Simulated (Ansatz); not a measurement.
# AlSiH (singlet): from Hartree-Fock to the top rungs at distance Si1–Al2 = 2.354 Å, cc-pVDZ

Aim: climb from Hartree-Fock through coupled cluster and multireference methods for AlSiH (singlet) at one geometry and basis, and see what each rung misses.

Computed with Ansatz 0.2.0, Gaussian basis. Level: cc-pVDZ, core rule «outside noble gas», up to 10 orbitals frozen.

Plan: UHF; CCSD(T) on RHF; CCSD(T) on UHF; BCCD(T) on RHF; CISD; CCSDT(Q) on RHF; CCSDT(Q) on UHF; CISDTQ; CCSDTQ on RHF; CCSDTQ on UHF; CASSCF and MRCISD+Q, 2 electrons in 2 orbitals; CASSCF and NEVPT2, 2 electrons in 2 orbitals; Full CI.

8 further runs of the same task are left out: 8 for a known fault of the program.

**1. What is computed**

The geometry derives from a PBE0/def2-TZVP stationary point (not a proven minimum). One bond is set to the value named and the two fragments are kept rigid.

3 atoms, charge 0, spin multiplicity 1.

Atoms are counted from 1 here; the program's logs count them from 0.

Bond lengths: Si1–Al2 2.354 Å, Al2–H3 1.595 Å. Angles: Si1–Al2–H3 180.0°.

**2. UHF**

File in.yaml:

```yaml
crystal:
  periodic: [false, false, false]
  atoms:
    - {symbol: Si, position_ang: [0.000000, 0.000000, 2.100805]}
    - {symbol: Al, position_ang: [0.000000, 0.000000, -0.252999]}
    - {symbol: H, position_ang: [0.000000, 0.000000, -1.847805]}
basis:
  gaussian: {orbitals: cc-pVDZ}
magnetization: {spin_polarized: true, initial_magnetization: 0}
hamiltonian: {xc: hf}
output: {orbitals: {seedname: orbitals}}
```

Launch:

```bash
$ ansatz run in.yaml --threads 1 --pin off --events-out ev --progress --plain --max-ram 3498MiB --backend cpu
```

After this run come: CCSD(T) on RHF; CCSD(T) on UHF; BCCD(T) on RHF; CISD; CCSDT(Q) on RHF; CCSDT(Q) on UHF; CISDTQ; CCSDTQ on RHF; CCSDTQ on UHF; CASSCF and MRCISD+Q, 2 electrons in 2 orbitals; CASSCF and NEVPT2, 2 electrons in 2 orbitals; Full CI.

Before running them: what should the planned runs give, taken together? Wanted: FCI below the RHF energy; RMP2 from FCI; RCCSD from FCI; RCCSD(T) from FCI; RCCSDT(Q) from FCI; T1 diagnostic; effectively unpaired electrons.

The runs gave:

| quantity | value |
| --- | --- |
| FCI below the RHF energy | -4.8852 eV |
| RMP2 from FCI | +31.58 kcal/mol |
| RCCSD from FCI | +9.09 kcal/mol |
| RCCSD(T) from FCI | +4.28 kcal/mol |
| RCCSDT(Q) from FCI | +0.26 kcal/mol |
| levels within 1 kcal/mol (43 meV) | RCCSDT(Q), RCCSDTQ |
| T1 diagnostic | 0.023 |
| effectively unpaired electrons | 2.12 |

What this shows: RCCSD(T) misses by +4.28 kcal/mol, 3.8 % of the correlation energy. With 2.1 effectively unpaired electrons against 0 the state is strongly multireference. These misses are within one basis, not against nature.
